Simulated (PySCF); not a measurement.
Planning a shielding job on `C1CC(CO)=C1`.

Method: GIAO PBE0/pcSseg-1 NMR shielding, non-relativistic, gas phase (PySCF 2.14.0, density-fitted response routines). Geometry: GFN2-xTB, NEB image 8 of 0 to 8. Work: shieldings, ring-centre shieldings, density fitting. A driver script takes a list of jobs; this job's settings line and coordinates (Å) are shown.

Command:
```bash
OMP_NUM_THREADS=1 python probes_run.py task.json out
```

Input:
```
{"job": {"kind": "nmr", "xc": "PBE0", "basis": "pcSseg-1", "pop": false}, "charge": 0, "multiplicity": 1}
O      2.478100    -0.443200    -0.085300
C      1.594900     0.636100    -0.326400
C      0.172500     0.286900    -0.052300
C     -0.782400     0.754900     0.751800
C     -1.802900    -0.259900     0.315800
C     -0.693000    -0.815400    -0.613100
H      2.341900    -0.754100     0.816500
H      1.880400     1.512900     0.274700
H      1.727900     0.880800    -1.385200
H     -0.841200     1.566200     1.454700
H     -2.140100    -0.945200     1.092400
H     -2.669300     0.146600    -0.203400
H     -0.902600    -0.739600    -1.678300
H     -0.364600    -1.827400    -0.384000
```

Hardware: one thread of an Arm Neoverse V1, on a shared host. PySCF's memory limit was set to 1200 MB.

Task: How large is the basis?

Result: 142 functions for 46 electrons, with 732 fitting functions; the fitted three-index integrals, 732 × 142 × 143/2 numbers of 8 bytes, come to 57 MiB.

Task: What wall time should be expected on this hardware?

Result: About 11 s. The SCF took 12 cycles.

Task: How much memory does it need at the peak?

Result: About 0.76 GiB. Peak memory is the resident size of the whole Python process, interpreter and libraries included.

Task: At this speed, how long would 500 such jobs take on 16 cores, one job a core?

Result: 500/16 gives 32 rounds of 11 s, about 5.9 min of wall time and 1.5 core-hours, if the jobs don't slow each other.

The SCF part of the output:
```
coarse grid: 11480 points
cycle   1  E = -270.0285601418  dE =  8.709e-01  |g| = 6.359e-01  |ddm| = 3.341e+00
cycle   2  E = -269.9728207711  dE =  5.574e-02  |g| = 8.578e-01  |ddm| = 1.143e+00
cycle   3  E = -270.1081621137  dE = -1.353e-01  |g| = 7.073e-02  |ddm| = 6.932e-01
cycle   4  E = -270.1090039793  dE = -8.419e-04  |g| = 3.129e-02  |ddm| = 8.550e-02
cycle   5  E = -270.1092370186  dE = -2.330e-04  |g| = 5.608e-03  |ddm| = 3.629e-02
cycle   6  E = -270.1092433956  dE = -6.377e-06  |g| = 1.648e-03  |ddm| = 6.546e-03
final grid: 110224 points
cycle   7  E = -270.1567556732  dE = -2.766e-05  |g| = 9.279e-03  |ddm| = 2.759e-02
cycle   8  E = -270.1567415781  dE =  1.410e-05  |g| = 1.256e-02  |ddm| = 1.787e-02
cycle   9  E = -270.1567747578  dE = -3.318e-05  |g| = 9.700e-04  |ddm| = 1.037e-02
cycle  10  E = -270.1567749422  dE = -1.844e-07  |g| = 1.692e-04  |ddm| = 8.479e-04
cycle  11  E = -270.1567749473  dE = -5.092e-09  |g| = 5.062e-05  |ddm| = 1.602e-04
cycle  12  E = -270.1567749478  dE = -5.071e-10  |g| = 1.687e-05  |ddm| = 4.827e-05
converged SCF energy = -270.1567749478
```

On the final grid dE counts from the start density on that grid.

Other jobs ran on the host; a repeat could differ by tens of per cent or more.
